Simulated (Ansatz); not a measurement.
**Worked example: C6H10 → 2 C3H5**

Species: C6H10 (bicyclopropyl) `C1CC1C1CC1`, singlet; C3H5 `[CH]1CC1`, doublet. 

Shapes, held fixed at every level: PBE0-D4/def2-TZVP. Flexible molecules stand in one conformer, not always the lowest. Programs: Ansatz 0.2.0. The zero-point and thermal change to 298 K, harmonic and unscaled (PBE0-D4/def2-TZVP), is -22.7 kJ/mol.

At CCSD(T)/CBS estimate; 1 Eh = 2625.50 kJ/mol:

```
species  energy (Eh)
  C6H10  -234.274886
   C3H5  -117.047670
```

Question: Work out ΔH(298 K) of the reaction at this level.

Answer: 
1. Products less reactants: 2 × (-117.047670) − [(-234.274886)] = 0.179546 Eh = +471.4 kJ/mol.
2. With the thermal change: +471.4 + (-22.7) = +448.7 kJ/mol.

Other levels give +323.8 (HF/def2-SVP) to +493.8 kJ/mol (SPW92/def2-TZVPP). No measured value is set beside it here. Open shells run unrestricted unless RO is named. The CBS estimate extrapolates MP2 from def2-TZVPP and def2-QZVPP and adds CCSD(T) − MP2 in the triple-zeta set, cores frozen.
